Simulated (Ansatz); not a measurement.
System: hematite (α-Fe2O3). Method: revPBE (Ansatz, an electronic-structure program, PAW).

Run with plane-wave cutoff 520 eV, 8×8×8 k mesh, Fermi–Dirac smearing 0.01 eV, spin-polarised with opposed moments, scalar-relativistic PAW data made under PBE.

Cell (relaxed at this level):

```
Fe2O3
1.0
    4.88694    -2.52561     0.02143
    4.88694     2.52561     0.02143
    3.56340     0.00000     4.19089
Fe O
4 6
Cartesian
 11.42293   0.00000   3.62607
  4.75430   0.00000   1.50919
  1.91434   0.00000   0.60768
  8.58297   0.00000   2.72456
  5.11602  -0.95963   3.15388
  5.52634   1.74262   1.86127
  8.22125   0.95963   1.07987
  7.30804   0.78299   3.95671
  7.81093  -1.74262   2.37248
  6.02924  -0.78299   0.27704
```
Starting moments (μB, in the order of the record's atoms Fe Fe Fe Fe O O O O O O): 5.0 -5.0 5.0 -5.0 0.0 0.0 0.0 0.0 0.0 0.0.

Question: What does this level give for the band gap, smallest direct gap on the k points sampled, magnetic moment (largest site, within a sphere), bulk modulus B0 and Γ–Γ gap?

Answer: 
- band gap = 0.71 eV
- smallest direct gap on the k points sampled = 0.72 eV
- magnetic moment (largest site, within a sphere) = 3.41 μB
- bulk modulus B0 = 162 GPa
- Γ–Γ gap = 1.26 eV

Measured, for comparison: band gap 2.6 eV (temperature not stated, not corrected to a static lattice, photoemission and inverse photoemission; as tabulated in Parkinson (2016), arXiv:1602.06774); bulk modulus 204 GPa (300 K, copied from a table, unchecked, not corrected to a static lattice, our sources range from 204 to 231; as tabulated in BurnMan's mineral tables). Computed (rounded) less measured: band gap -1.89 eV, bulk modulus not scored (sources differ).

Note: without U or exact exchange, gaps and moments of open d shells tend to come out too small; the bulk modulus comes from volumes at which shape and atoms were relaxed.

Moments are spin moments.

The computed numbers hold no vibrational or temperature effects.

Computing time: very roughly 50 core-minutes.
